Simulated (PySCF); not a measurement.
Computed NMR parameters against published values

Geometry:
```tsv
atom	x (Å)	y (Å)	z (Å)
O1	1.286	0.185	1.441
C2	1.146	-0.033	0.054
C3	0.291	-1.279	-0.121
C4	-1.143	-0.801	0.160
C5	-1.138	0.722	-0.116
C6	0.282	1.044	-0.600
H7	1.696	1.047	1.566
H8	2.136	-0.133	-0.432
H9	0.624	-2.088	0.546
H10	0.393	-1.637	-1.158
H11	-1.409	-0.997	1.208
H12	-1.878	-1.336	-0.459
H13	-1.354	1.274	0.810
H14	-1.900	1.024	-0.850
H15	0.613	2.066	-0.351
H16	0.357	0.943	-1.696
```

The experiment to reproduce: δ $^{13}$C C2 73.7; C3/C6 35.4; C4/C5 23.4 ppm (measured; solution, not stated per compound (mostly CDCl3 or CCl4); Pretsch, Buehlmann, Badertscher, Structure Determination of Organic Compounds, 4th ed. (2009)).
δ $^{17}$O O1 37.0 ppm (measured; liquid, neat, 295 K; 17O NMR survey of organic solvents and oxofluorinated compounds, PMC5915748). Coupling constants: $^{1}J$(C2,C3) 36.0 Hz, $^{1}J$(C3,C4) 32.6 Hz.

No solvent, a single conformation, relativity neglected, equivalent nuclei averaged. NMR shieldings at PBE0/pcSseg-1/GIAO; J: B3LYP/pcJ-1 (without the spin–dipole term); geometry from PBE0-D3(BJ)/def2-SVP; PySCF.

**Question.** What does the calculation give, and how does it compare?

**Answer.** 
Reference values: measured (solution, not stated per compound (mostly CDCl3 or CCl4); Pretsch, Buehlmann, Badertscher, Structure Determination of Organic Compounds, 4th ed. (2009)).
| atoms | quantity | reference | computed | computed, scaled |
| --- | --- | --- | --- | --- |
| C2 | δ $^{13}$C | 73.7 | 75.7 | 72.8 |
| C3/C6 | δ $^{13}$C | 35.4 | 37.7 | 35.9 |
| C4/C5 | δ $^{13}$C | 23.4 | 23.3 | 21.9 |

Reference values: measured (liquid, neat, 295 K; 17O NMR survey of organic solvents and oxofluorinated compounds, PMC5915748).
| atoms | quantity | reference | computed | computed, scaled |
| --- | --- | --- | --- | --- |
| O1 | δ $^{17}$O vs D2O (external) | 37.0 | – | 24.4 |

Computed shifts are σ(ref) − σ with the named reference compound (TMS for H and C) calculated as an isolated molecule at the same level. The measured values may be among those fitted. Expected solution values come from regression of measured δ (H and C: mostly CDCl3, vs TMS) on computed σ: $^{13}$C (scatter 2.0 ppm rms, 2.2 ppm with the 3 outliers that the fit left out); $^{17}$O (scatter 11.6 ppm rms vs liquid water, solution or neat liquid). A few per cent of atoms miss by over 2 rms, more outside the fitted compound classes.

Coupling constants in Hz:
```tsv
coupling	reference	computed	source
$^{1}J$(C2,C3)	36.0	36.8	measured; liquid or solution; F. J. Weigert, PhD thesis, Caltech 1968 (Carbon-13 magnetic resonance spectroscopy)
$^{1}J$(C3,C4)	32.6	35.1	measured; liquid or solution; F. J. Weigert, PhD thesis, Caltech 1968 (Carbon-13 magnetic resonance spectroscopy)
```

**Question.** How far are the unscaled $^{13}$C shifts from the references?

**Answer.** Mean signed difference +1.40 ppm, mean absolute 1.47 ppm over 3 comparisons; the largest is +2.3 ppm at C3/C6 (sp3 CH2 in a ring).
